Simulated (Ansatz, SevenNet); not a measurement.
Elastic constant C66 (GPa) of solids drawn from the class of elemental solids other than molecular ones, at two levels: the machine-learned potential SevenNet-0 (trained on PBE and PBE+U data), and r²SCAN (plane waves, PAW; Ansatz, a quantum-chemistry and plane-wave program).

```csv
solid,SevenNet-0,r²SCAN,shift (%)
hcp Tc,35.4,136,+284
hcp Cd,7.85,43.6,+455
hcp Mg,10.6,23.1,+118
hcp Sc,10.6,28.4,+168
hcp Zr,6.45,44.1,+584
hcp Zn,24.3,88.6,+265
hcp Ti,5.62,49.2,+775
double-hcp La,4.45,13.1,+194
hcp Y,4.97,23.9,+381
hcp Be,35.5,160,+351
```

The shifts run from +118 % to +775 %, with a median of +317 %.

Over all 10 rows r²SCAN is the larger in 10.

Ansatz's runs of these crystals have no spin polarisation. Meta-GGA and hybrid levels favour moments, which can bear on hcp Sc, hcp Ti, hcp Y.

Spin–orbit coupling is left out, also for the solids with elements from indium on (double-hcp La); its size isn't shown.

Each level is taken at its own relaxed cell. Ansatz's density-functional and Hartree–Fock values are scalar-relativistic unless marked +SOC, with PAW data made under PBE.
